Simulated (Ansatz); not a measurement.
`C/C=C/N` and `C/C(F)=C/N` differ in one atom or group.

Ansatz, PBE0-D4/def2-TZVP geometries, multiplicity 1. Each molecule was computed in one conformer, which needn't be the lowest.

| property | `C/C=C/N` |
| --- | --- |
| LUMO energy (PBE0/def2-TZVPP) / eV | 1.17 |
| HOMO energy (PBE0/def2-TZVPP) / eV | -5.71 |
| LUMO energy (B3LYP/def2-TZVPP) / eV | 0.84 |
| HOMO–LUMO gap (B3LYP/def2-TZVPP) / eV | 6.36 |
| size of the dipole moment (ωB97M-V/def2-TZVPP) / D | 1.30 |
| HOMO energy (ωB97M-V/def2-TZVPP) / eV | -7.92 |

(1) What does the change do to each property? (Best estimate.)

Results:

(1) The calculation gave: 
```
                                          property  `C/C(F)=C/N`  shift
                LUMO energy (PBE0/def2-TZVPP) / eV          1.10  -0.07
                HOMO energy (PBE0/def2-TZVPP) / eV         -5.76  -0.05
               LUMO energy (B3LYP/def2-TZVPP) / eV          0.73  -0.11
             HOMO–LUMO gap (B3LYP/def2-TZVPP) / eV          6.31  -0.05
size of the dipole moment (ωB97M-V/def2-TZVPP) / D          1.74   0.44
             HOMO energy (ωB97M-V/def2-TZVPP) / eV         -7.97  -0.05
```

Dipoles are sizes alone; their direction can turn.

B3LYP here is the variant with VWN-RPA as its local correlation; programs differ in this.
